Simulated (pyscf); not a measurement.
Single points on ωB97X-D3(BJ)/def2-SVP structures (PySCF, gas phase).

### Question
For H₂N–Zr(NH₂)(NH₂)–OH + H atom (H•) → [HN–Zr(NH₂)(NH₂)–OH]• + hydrogen (H₂), a hydrogen abstraction (doublet surface; H–N broken, H–H formed), PBE/def2-TZVP gives ΔE‡ = 10.6 kcal/mol and ΔE = +7.2 kcal/mol (zero: the separated reactants). In which direction and how far do r²SCAN/def2-TZVP, M06-2X/def2-TZVP, ωB97M-D3(BJ)/def2-TZVP move these?

### Answer
r²SCAN: ΔE‡ = 9.5 kcal/mol, ΔE = +4.1 kcal/mol; M06-2X: ΔE‡ = 17.9 kcal/mol, ΔE = +8.5 kcal/mol; ωB97M-D3(BJ): ΔE‡ = 16.2 kcal/mol, ΔE = +8.1 kcal/mol. PBE's barrier lies among them. Its reaction energy lies among theirs. One saddle was located; it need not be the lowest between these sides. The angle at the transferred H is 167°. Open-shell species with a d-block atom are single-reference here; other states, and whether the spin sits on metal or ligand, were not checked. Elements past Kr carry the def2 core potentials, without spin-orbit coupling.
